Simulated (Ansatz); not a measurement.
# Cl2, singlet: cost against accuracy

Geometry (MP2(full)/6-31G*, from the G2/97 set):

| atom | x (Å) | y (Å) | z (Å) |
| --- | --- | --- | --- |
| Cl | 0.0000 | 0.0000 | 0.0000 |
| Cl | 0.0000 | 0.0000 | 2.0151 |

Measured, as an electronic atomization energy: 57.9 kcal/mol (G2/97 heats of formation of molecule and atoms, with zero-point and thermal terms from B3LYP taken off; Curtiss et al., J. Chem. Phys. 106, 1063 (1997), Staroverov et al., J. Chem. Phys. 119, 12129 (2003)). The measured value holds scalar relativity and spin–orbit coupling, which all computed ones lack, and core correlation, which the wave-function levels lack. Atoms are taken at the same level; beside RHF, RMP2 and RCC rows they are unrestricted. Truncated CI is not size-consistent. The atoms' steps beyond CCSDT(Q) are taken from restricted open-shell runs, which share full CI's core. Ansatz 0.2.0; the 6-31G* set has Cartesian d functions; a miss is computed less measured; times are wall times on shared hosts and scatter by a factor of two or so. A small miss in a small set is a cancellation of the method's error against the basis error.

| level | basis | miss (kcal/mol) | time of the run | hardware |
| --- | --- | --- | --- | --- |
| RHF | STO-3G | -39.5 | 0.1 s | 1 CPU thread |
| RCCSD(T) | STO-3G | -21.2 | 0.13 s | 1 CPU thread |
| RCCSDT(Q) | STO-3G | -21.2 | 0.15 s | 1 CPU thread |
| r2SCAN | STO-3G | -2.3 | 0.49 s | 1 CPU thread |
| B2PLYP | STO-3G | -13.1 | 0.28 s | 1 CPU thread |
| RCCSDT(Q) | 6-31G | -44.9 | 1.1 s | 1 CPU thread |
| RCCSDTQ | 6-31G | -44.8 | 11 s | 1 CPU thread |
| MRCISD+Q (valence space) | 6-31G | -45.2 | 1.2 s | 1 CPU thread |
| PBE | 6-31G | -21.8 | 0.3 s | 1 CPU thread |
| r2SCAN | 6-31G | -27.2 | 0.7 s | 1 CPU thread |
| wB97M-V | 6-31G | -29.4 | 1.1 s | 1 CPU thread |
| B2PLYP | 6-31G | -37.8 | 0.46 s | 1 CPU thread |
| RHF | 6-31G* | -47.5 | 0.24 s | 1 CPU thread |
| RMP2 | 6-31G* | -16.2 | – | – |
| RCCSD(T) | 6-31G* | -17.5 | 0.41 s | 1 CPU thread |
| RCCSDT(Q) | 6-31G* | -17.2 | 3.2 s | 1 CPU thread |
| RCCSDTQ | 6-31G* | -17.2 | 13 s | H100 + 2 CPU threads |
| MRCISD+Q (valence space) | 6-31G* | -18.9 | 1.7 s | 1 CPU thread |
| PBE | 6-31G* | -0.1 | 0.61 s | 1 CPU thread |
| r2SCAN | 6-31G* | -5.7 | 0.98 s | 1 CPU thread |
| B3LYP | 6-31G* | -9.5 | 0.46 s | 1 CPU thread |
| wB97M-V | 6-31G* | -5.7 | 1.7 s | 1 CPU thread |
| RHF | cc-pV(D+d)Z | -44.3 | 0.43 s | 1 CPU thread |
| RCCSD(T) | cc-pV(D+d)Z | -14.5 | 0.55 s | 1 CPU thread |
| RCCSDT(Q) | cc-pV(D+d)Z | -14.2 | 6 s | 1 CPU thread |
| RCCSDTQ | cc-pV(D+d)Z | -14.2 | 22 s | H100 + 2 CPU threads |
| B3LYP | cc-pV(D+d)Z | -5.9 | 0.64 s | 1 CPU thread |
| wB97M-V | cc-pV(D+d)Z | -1.6 | 2.2 s | 1 CPU thread |
| RHF | cc-pV(T+d)Z | -39.5 | 0.61 s | 1 CPU thread |
| RCCSDT(Q) | cc-pV(T+d)Z | -4.5 | 12 s | H100 + 2 CPU threads |
| MRCISD+Q (valence space) | cc-pV(T+d)Z | -8.8 | 4.8 s | H100 + 2 CPU threads |
| PBE | cc-pV(T+d)Z | 7.5 | 0.64 s | 1 CPU thread |
| r2SCAN | cc-pV(T+d)Z | 1.4 | 1.6 s (with forces) | 1 CPU thread |
| B3LYP | cc-pV(T+d)Z | -2.7 | 0.7 s | 1 CPU thread |
| RMP2 | cc-pV(Q+d)Z | 3.3 | – | – |
| RCCSD(T) | cc-pV(Q+d)Z | -1.3 | 4.8 s | 1 CPU thread |
| RCCSDT(Q) | cc-pV(Q+d)Z | -1.1 | 41 s | H100 + 2 CPU threads |
| PBE | cc-pV(Q+d)Z | 7.8 | 0.91 s | 1 CPU thread |
| r2SCAN | cc-pV(Q+d)Z | 1.7 | 2 s | 1 CPU thread |
| wB97M-V | cc-pV(Q+d)Z | 2.7 | 3.6 s | 1 CPU thread |

HF's time is that of a plain UHF run. A dash: the level came out of a higher level's run.

A composite of the best parts (restricted reference, at this geometry, which isn't the minimum of the high levels):

```tsv
part	kcal/mol
Hartree–Fock limit (T, Q; exp(−5.46 √X))	18.84
CCSD(T) correlation limit (T, Q; X⁻³)	40.19
CCSDT − CCSD(T) (QZ)	-0.37
(Q) (QZ)	0.51
CCSDTQ − CCSDT(Q) (DZ)	-0.02
sum	59.1
sum less measured	1.2
```
